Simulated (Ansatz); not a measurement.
**CH3BCl (SMILES C[B]Cl) at USVWN5/aug-cc-pVDZ**

What is the vertical doublet–quartet gap of CH3BCl at USVWN5/aug-cc-pVDZ? 

The calculation is run with Ansatz 0.2.0.

70 further runs of the same task are left out: 70 set aside as unsound or not needed.

**1. The molecule**

The species is CH3BCl (6 atoms), meant as a doublet with charge 0. SMILES: `C[B]Cl`. The coordinates come from a PBE0-D4/def2-TZVP relaxation.

Bond lengths: C1–B2 1.544 Å, B2–Cl3 1.727 Å, C1–H4 1.099 Å, C1–H5 1.095 Å, C1–H6 1.091 Å. Angles: C1–B2–Cl3 126.1°, B2–C1–H4 106.5°, B2–C1–H5 113.2°, B2–C1–H6 113.0°, H4–C1–H5 107.2°, H4–C1–H6 106.6°, H5–C1–H6 109.9°.

**2. A single-point energy at USVWN5/aug-cc-pVDZ**

Contents of run.yaml:

```yaml
basis:
  gaussian:
    orbitals: aug-cc-pVDZ
crystal:
  periodic: [false, false, false]
  atoms:
    - {symbol: C, position_ang: [-0.289900, 0.325200, -0.312400]}
    - {symbol: B, position_ang: [0.195300, -1.059500, 0.167700]}
    - {symbol: Cl, position_ang: [1.467800, -1.355700, 1.297800]}
    - {symbol: H, position_ang: [-1.073500, 0.641700, 0.390700]}
    - {symbol: H, position_ang: [0.494200, 1.088800, -0.289700]}
    - {symbol: H, position_ang: [-0.752000, 0.295400, -1.300400]}
total_charge: 0
magnetization:
  spin_polarized: true
  initial_magnetization: 1
hamiltonian:
  xc: {name: SVWN5}
accuracy: high
output: {orbitals: {seedname: orbitals}}
```

Run with:

```console
$ ansatz run run.yaml --threads 1 --pin off --max-ram 3480MiB --events-out events.jsonl --progress --plain --runs-dir runs
```

Log:

```text
Warning: RAYON_NUM_THREADS=1 ignored (pool sized by the plan → 1); use --threads N
Functional definition: SVWN5
  name "SVWN5"
  exchange = slater_x
  correlation = vwn5_c
1972 factors; integrals over basis functions are off by at most 3.9e-9 eV
mean field evaluation 1: about -14213.9408 eV, gradient 4.8e1 eV
mean field evaluation 2: about -14187.7814 eV, gradient 7.5e1 eV
mean field evaluation 4: about -14225.1573 eV, gradient 8.9e0 eV
mean field evaluation 8: about -14225.6037 eV, gradient 4.8e-2 eV
mean field evaluation 16: about -14225.6038 eV, gradient 3.8e-6 eV
mean field -14225.60376362 eV, -522.7812958526 hartree, gradient 2.9e-8 eV, S^2 0.752025; 0 other end points of the search recorded, 0 dependent functions left out
reference -14225.60377044 eV, -522.7812961032 hartree; 16, 15 occupied and 84, 85 virtual orbitals, 1972 factors
Total energy: -14225.60377044 eV, -522.7812961032 hartree
```

It took 9.3 s on 1 thread of Intel Xeon Platinum 8259CL at 2.50GHz (Skylake/Cascade Lake), shared host; peak memory 0.29 GiB.

**3. The quartet at the same level**

Contents of input.yaml:

```yaml
crystal:
  periodic: [false, false, false]
  atoms:
    - {symbol: C, position_ang: [-0.289900, 0.325200, -0.312400]}
    - {symbol: B, position_ang: [0.195300, -1.059500, 0.167700]}
    - {symbol: Cl, position_ang: [1.467800, -1.355700, 1.297800]}
    - {symbol: H, position_ang: [-1.073500, 0.641700, 0.390700]}
    - {symbol: H, position_ang: [0.494200, 1.088800, -0.289700]}
    - {symbol: H, position_ang: [-0.752000, 0.295400, -1.300400]}
basis:
  gaussian: {orbitals: aug-cc-pVDZ}
magnetization: {spin_polarized: true, initial_magnetization: 3}
hamiltonian: {xc: {name: SVWN5}}
accuracy: high
output: {orbitals: {seedname: orbitals}}
```

Run with:

```console
$ ansatz run input.yaml --threads 1 --pin off --max-ram 3480MiB --events-out events.jsonl --progress --plain --runs-dir runs
```

Log:

```text
Warning: RAYON_NUM_THREADS=1 ignored (pool sized by the plan → 1); use --threads N
Functional definition: SVWN5
  name "SVWN5"
  exchange = slater_x
  correlation = vwn5_c
1972 factors; integrals over basis functions are off by at most 3.9e-9 eV
mean field evaluation 1: about -14202.8452 eV, gradient 5.5e1 eV
mean field evaluation 2: about -14125.0905 eV, gradient 1.1e2 eV
mean field evaluation 4: about -14216.2984 eV, gradient 2.1e1 eV
mean field evaluation 8: about -14219.7116 eV, gradient 2.6e-1 eV
mean field evaluation 16: about -14219.7099 eV, gradient 4.6e-5 eV
mean field evaluation 32: about -14214.6445 eV, gradient 1.3e1 eV
mean field -14219.70986714 eV, -522.5646991517 hartree, gradient 4.4e-8 eV, S^2 3.752692; 6 other end points of the search recorded, 0 dependent functions left out
reference -14219.70987295 eV, -522.5646993655 hartree; 17, 14 occupied and 83, 86 virtual orbitals, 1972 factors
Total energy: -14219.70987295 eV, -522.5646993655 hartree
```

Wall time 14 s (1 thread of Intel Xeon Platinum 8259CL at 2.50GHz (Skylake/Cascade Lake), shared host); peak memory 0.33 GiB.

**4. Summary of results**

At USVWN5/aug-cc-pVDZ:

```
                                        quantity          value
                           doublet: total energy  -522.78130 Eh
     doublet: HOMO energy (highest over α and β)       -4.39 eV
      doublet: LUMO energy (lowest over α and β)       -2.82 eV
                                   doublet: ⟨S²⟩          0.752
                           quartet: total energy  -522.56470 Eh
     quartet: HOMO energy (highest over α and β)       -2.58 eV
                                   quartet: ⟨S²⟩          3.753
vertical energy of the quartet above the doublet       5.894 eV
```

**Reading.** At this shape the quartet lies 5.89 eV (136 kcal/mol) above the doublet.
